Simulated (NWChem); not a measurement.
Program: NWChem. System: F3N, charge 2, spin multiplicity 1, at the geometry of a parent with another charge or spin, in a state set for the comparison that need not be this species' ground state. Level: RHF/def2-SVPD.

The NWChem input:

```
start mol
memory heap 200 mb stack 800 mb global 1000 mb
charge 2
geometry units angstroms nocenter noautoz
  F     -0.615731    -0.055434     1.065081
  N      0.003304     0.245647     0.000000
  F      1.228893    -0.080190     0.000000
  F     -0.615731    -0.055434    -1.065081
  symmetry group Cs
end
basis spherical
  * library def2-svpd
end
scf
  rhf
  nopen 0
  maxiter 100
  thresh 1e-7
  semidirect memsize 60000000 filesize 0
end
task scf energy
```

NWChem printed:

```
             Northwest Computational Chemistry Package (NWChem) 7.3.0
             --------------------------------------------------------

                                NWChem Input Module
                                -------------------

 Scaling coordinates for geometry "geometry" by  1.889725989
 (inverse scale =  0.529177249)

 Turning off AUTOSYM since
 SYMMETRY directive was detected!

                             Geometry "geometry" -> ""
                             -------------------------

 Output coordinates in angstroms (scale by  1.889725989 to convert to a.u.)

  No.       Tag          Charge          X              Y              Z
 ---- ---------------- ---------- -------------- -------------- --------------
    1 F                    9.0000    -0.61573100    -0.05543400     1.06508100
    2 N                    7.0000     0.00330400     0.24564700     0.00000000
    3 F                    9.0000     1.22889300    -0.08019000     0.00000000
    4 F                    9.0000    -0.61573100    -0.05543400    -1.06508100

 Effective nuclear repulsion energy (a.u.)     139.2314890117

            Nuclear Dipole moment (a.u.)
            ----------------------------
        X                 Y               Z
 ---------------- ---------------- ----------------
     0.0000132281     0.0000132281     0.0000000000

      Symmetry information
      --------------------

 Group name             Cs
 Group number              2
 Group order               2
 No. of unique centers     3

      Symmetry unique atoms

     1    2    3


 Summary of "ao basis" -> "" (spherical)
 ------------------------------------------------------------------------------
       Tag                 Description            Shells   Functions and Types
 ---------------- ------------------------------  ------  ---------------------
 *                         def2-svpd                  on all atoms

 Summary of "ao basis" -> "ao basis" (spherical)
 ------------------------------------------------------------------------------
       Tag                 Description            Shells   Functions and Types
 ---------------- ------------------------------  ------  ---------------------
 F                         def2-svpd                 9       23   4s3p2d
 N                         def2-svpd                 8       20   4s2p2d

                                 NWChem SCF Module
                                 -----------------

  ao basis        = "ao basis"
  functions       =    89
  atoms           =     4
  closed shells   =    16
  open shells     =     0
  charge          =   2.00
  wavefunction    = RHF
  use symmetry    = T
  symmetry adapt  = T

 Summary of "ao basis" -> "ao basis" (spherical)
 ------------------------------------------------------------------------------
       Tag                 Description            Shells   Functions and Types
 ---------------- ------------------------------  ------  ---------------------
 F                         def2-svpd                 9       23   4s3p2d
 N                         def2-svpd                 8       20   4s2p2d

      Symmetry analysis of basis
      --------------------------

        a'         53
        a"         36

 Forming initial guess at       0.1s

      Superposition of Atomic Density Guess
      -------------------------------------

 Sum of atomic energies:        -352.13623066

 Renormalizing density from      34.00 to     32

      Non-variational initial energy
      ------------------------------

 Total energy =    -339.614273
 1-e energy   =    -723.046022
 2-e energy   =     244.200261
 HOMO         =      -1.465549
 LUMO         =      -1.057993

      Symmetry analysis of molecular orbitals - initial
      -------------------------------------------------

  Numbering of irreducible representations:

     1 a'          2 a"

  Orbital symmetries:

     1 a'          2 a'          3 a"          4 a'          5 a'
     6 a'          7 a"          8 a'          9 a'         10 a"
    11 a'         12 a'         13 a"         14 a'         15 a"
    16 a"         17 a'         18 a'         19 a"         20 a'
    21 a'         22 a'         23 a"         24 a'         25 a'
    26 a'

 Starting SCF solution at       0.7s

 ----------------------------------------------
         Quadratically convergent ROHF

 Convergence threshold     :          1.000E-07
 Maximum no. of iterations :          100
 Final Fock-matrix accuracy:          1.000E-09
 ----------------------------------------------

              iter       energy          gnorm     gmax       time
             ----- ------------------- --------- --------- --------
                 1     -350.4767915983  3.43D+00  1.11D+00      0.7
                 2     -350.9519580953  5.79D-01  1.37D-01      0.8
                 3     -350.9725588139  1.67D-01  5.24D-02      0.9
                 4     -350.9740393452  1.64D-02  5.53D-03      1.1
                 5     -350.9740806081  2.15D-04  1.36D-04      1.4
                 6     -350.9740806144  1.69D-08  4.92D-09      2.0

       Final RHF  results
       ------------------

         Total SCF energy =   -350.974080614438
      One-electron energy =   -741.257929649053
      Two-electron energy =    251.052360022883
 Nuclear repulsion energy =    139.231489011733

        Time for solution =      1.3s

       Symmetry analysis of molecular orbitals - final
       -----------------------------------------------

  Numbering of irreducible representations:

     1 a'          2 a"

  Orbital symmetries:

     1 a'          2 a"          3 a'          4 a'          5 a'
     6 a'          7 a"          8 a'          9 a'         10 a"
    11 a'         12 a'         13 a"         14 a"         15 a'
    16 a"         17 a'         18 a'         19 a"         20 a'
    21 a'         22 a'         23 a"         24 a'         25 a'
    26 a'

             Final eigenvalues
             -----------------

              1
    1  -27.1773
    2  -27.1773
    3  -27.1772
    4  -16.8169
    5   -2.5888
    6   -2.4166
    7   -2.4166
    8   -1.8112
    9   -1.6373
   10   -1.6373
   11   -1.5880
   12   -1.4483
   13   -1.4483
   14   -1.4185
   15   -1.4085
   16   -1.4085
   17   -0.7985
   18   -0.4158
   19   -0.3576
   20   -0.3575
   21   -0.2805
   22   -0.2377
   23   -0.2166
   24   -0.2166
   25   -0.1474
   26   -0.1466

                       ROHF Final Molecular Orbital Analysis
                       -------------------------------------

 Vector   14  Occ=2.000000D+00  E=-1.418530D+00  Symmetry=a"
              MO Center= -8.5D-04, -5.8D-02,  1.6D-16, r^2= 1.9D+00
   Bfn.  Coefficient  Atom+Function         Bfn.  Coefficient  Atom+Function
  ----- ------------  ---------------      ----- ------------  ---------------
    50      0.429125  3 F  pz                 5     -0.371630  1 F  px
    71      0.371630  4 F  px                53     -0.264507  3 F  pz
     8      0.229069  1 F  px                74     -0.229069  4 F  px
     7     -0.214586  1 F  pz                73     -0.214586  4 F  pz

 Vector   15  Occ=2.000000D+00  E=-1.408488D+00  Symmetry=a'
              MO Center=  5.7D-01, -5.2D-02,  7.6D-17, r^2= 1.5D+00
   Bfn.  Coefficient  Atom+Function         Bfn.  Coefficient  Atom+Function
  ----- ------------  ---------------      ----- ------------  ---------------
    49      0.532081  3 F  py                52     -0.344105  3 F  py
     6     -0.268904  1 F  py                72     -0.268904  4 F  py
    48      0.217810  3 F  px                 9      0.173845  1 F  py
    75      0.173845  4 F  py

 Vector   16  Occ=2.000000D+00  E=-1.408486D+00  Symmetry=a"
              MO Center= -5.8D-01, -3.6D-02, -6.3D-11, r^2= 1.5D+00
   Bfn.  Coefficient  Atom+Function         Bfn.  Coefficient  Atom+Function
  ----- ------------  ---------------      ----- ------------  ---------------
     6      0.464045  1 F  py                72     -0.464045  4 F  py
     9     -0.300299  1 F  py                75      0.300299  4 F  py
     7      0.176324  1 F  pz                73      0.176324  4 F  pz

 Vector   17  Occ=0.000000D+00  E=-7.985373D-01  Symmetry=a'
              MO Center=  3.8D-03,  2.8D-01,  9.9D-14, r^2= 1.2D+00
   Bfn.  Coefficient  Atom+Function         Bfn.  Coefficient  Atom+Function
  ----- ------------  ---------------      ----- ------------  ---------------
    29      0.570523  2 N  py                26     -0.367960  2 N  s
    32     -0.368725  2 N  py                 6     -0.283920  1 F  py
    49     -0.285148  3 F  py                72     -0.283920  4 F  py
     9      0.216438  1 F  py                52      0.217455  3 F  py
    75      0.216438  4 F  py                25     -0.211850  2 N  s

 Vector   18  Occ=0.000000D+00  E=-4.158238D-01  Symmetry=a'
              MO Center= -1.5D-03, -1.1D-01,  1.0D-13, r^2= 1.6D+00
   Bfn.  Coefficient  Atom+Function         Bfn.  Coefficient  Atom+Function
  ----- ------------  ---------------      ----- ------------  ---------------
    26      0.817259  2 N  s                 25      0.594670  2 N  s
    27      0.506056  2 N  s                 32     -0.376711  2 N  py
    29      0.361736  2 N  py                 3     -0.348557  1 F  s
    46     -0.348564  3 F  s                 51      0.348219  3 F  px
    69     -0.348557  4 F  s                 48     -0.339385  3 F  px

 Vector   19  Occ=0.000000D+00  E=-3.575593D-01  Symmetry=a"
              MO Center= -1.9D-01,  1.5D-01, -1.4D-10, r^2= 1.7D+00
   Bfn.  Coefficient  Atom+Function         Bfn.  Coefficient  Atom+Function
  ----- ------------  ---------------      ----- ------------  ---------------
    33      0.758823  2 N  pz                30     -0.679479  2 N  pz
     3     -0.425112  1 F  s                 69      0.425112  4 F  s
    10      0.251694  1 F  pz                76      0.251694  4 F  pz
     8     -0.242019  1 F  px                74      0.242019  4 F  px
     5      0.223082  1 F  px                71     -0.223082  4 F  px

 center of mass
 --------------
 x =  -0.00006763 y =  -0.00505672 z =   0.00000000

 moments of inertia (a.u.)
 ------------------
         157.794179195508           2.013774765422           0.000000000000
           2.013774765422         307.826168483462           0.000000000000
           0.000000000000           0.000000000000         157.769775687339

  Mulliken analysis of the total density
  --------------------------------------

    Atom       Charge   Shell Charges
 -----------   ------   -------------------------------------------------------
    1 F    9     9.05   1.99  1.21  0.81  0.00  3.16  1.73  0.09  0.02  0.03
    2 N    7     4.84   1.99  1.11 -0.03 -0.19  1.95  0.19  0.15 -0.33
    3 F    9     9.05   1.99  1.21  0.81  0.00  3.16  1.73  0.09  0.02  0.03
    4 F    9     9.05   1.99  1.21  0.81  0.00  3.16  1.73  0.09  0.02  0.03

       Multipole analysis of the density wrt the origin
       ------------------------------------------------

     L   x y z        total         open         nuclear
     -   - - -        -----         ----         -------
     0   0 0 0      2.000000      0.000000     34.000000

     1   1 0 0      0.005646      0.000000      0.000013
     1   0 1 0      0.418929      0.000000      0.000013
     1   0 0 1      0.000000      0.000000      0.000000

     2   2 0 0     -8.323539      0.000000     72.906572
     2   1 1 0     -0.034787      0.000000     -0.952900
     2   1 0 1     -0.000000      0.000000      0.000000
     2   0 2 0    -10.916384      0.000000      1.912604
     2   0 1 1     -0.000000      0.000000      0.000000
     2   0 0 2     -8.323162      0.000000     72.918118

 Task  times  cpu:        2.0s     wall:        2.0s

 Total times  cpu:        2.0s     wall:        2.0s
```
